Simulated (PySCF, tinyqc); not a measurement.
Ways to converge the cycle: SCF convergence aids in the sto-3g basis, for LiH, spin multiplicity 1. Computed by the program tinyqc with PySCF. RHF with one setting changed at a time; a run stops when the energy changes by less than 1e-09 hartree and the error matrix is below 1e-5. The start is the Wolfsberg-Helmholz matrix. Damping d keeps d of the old density; a shift (hartree) raises the virtual levels; DIIS n extrapolates F over n matrices.

Geometry (angstrom):

| atom | x | y | z |
|---|---|---|---|
| Li | 0.0000 | 0.0000 | 0.0000 |
| H | 0.0000 | 0.0000 | 2.8540 |

lowest restricted solution found by these runs and by PySCF = -7.727590 hartree

Largest element of the error matrix X^T (FDS - SDF) X:

| iteration | plain | damping 0.3 | damping 0.6 | shift 0.4 | DIIS 3 | DIIS 8 |
|---|---|---|---|---|---|---|
| 1 | 1.2e-01 | 1.2e-01 | 1.2e-01 | 1.2e-01 | 1.2e-01 | 1.2e-01 |
| 2 | 4.2e-02 | 3.3e-02 | 7.1e-02 | 5.5e-02 | 4.2e-02 | 4.2e-02 |
| 3 | 2.2e-02 | 2.5e-02 | 4.4e-02 | 3.1e-02 | 2.2e-02 | 2.2e-02 |
| 4 | 1.3e-02 | 2.0e-02 | 3.1e-02 | 2.8e-02 | 1.6e-02 | 1.6e-02 |
| 5 | 8.6e-03 | 1.6e-02 | 2.4e-02 | 2.5e-02 | 6.4e-03 | 3.4e-03 |
| 6 | 5.0e-03 | 1.2e-02 | 2.1e-02 | 2.2e-02 | 1.6e-03 | 1.5e-03 |
| 8 | 1.6e-03 | 6.3e-03 | 1.6e-02 | 1.7e-02 | 3.3e-06 | 2.7e-06 |
| 10 | 4.9e-04 | 3.2e-03 | 1.2e-02 | 1.3e-02 | - | - |
| 14 | 4.4e-05 | 7.4e-04 | 6.3e-03 | 6.7e-03 | - | - |
| 20 | - | 7.5e-05 | 2.2e-03 | 2.2e-03 | - | - |
| 30 | - | - | 3.1e-04 | 2.8e-04 | - | - |
| 45 | - | - | 1.5e-05 | 1.3e-05 | - | - |

How each run ends:

| run | iterations | E (hartree) | state |
|---|---|---|---|
| plain | 17 | -7.72759 | lowest found |
| damping 0.3 | 26 | -7.72759 | lowest found |
| damping 0.6 | 48 | -7.72759 | lowest found |
| shift 0.4 | 47 | -7.72759 | lowest found |
| DIIS 3 | 9 | -7.72759 | lowest found |
| DIIS 8 | 9 | -7.72759 | lowest found |

What does the comparison show, and why?

6 of 6 runs reach the lowest restricted solution found, in 9 to 48 iterations (fastest: DIIS 3, DIIS 8). Plain steps already contract here, so damping only slows them. DIIS 3 and DIIS 8 gain by cancelling the error over several earlier matrices, much as a quasi-Newton step does. The restricted reference is unstable here: a spin-polarised solution lies 0.0625 hartree lower (PySCF), so results built on it describe a poor reference.
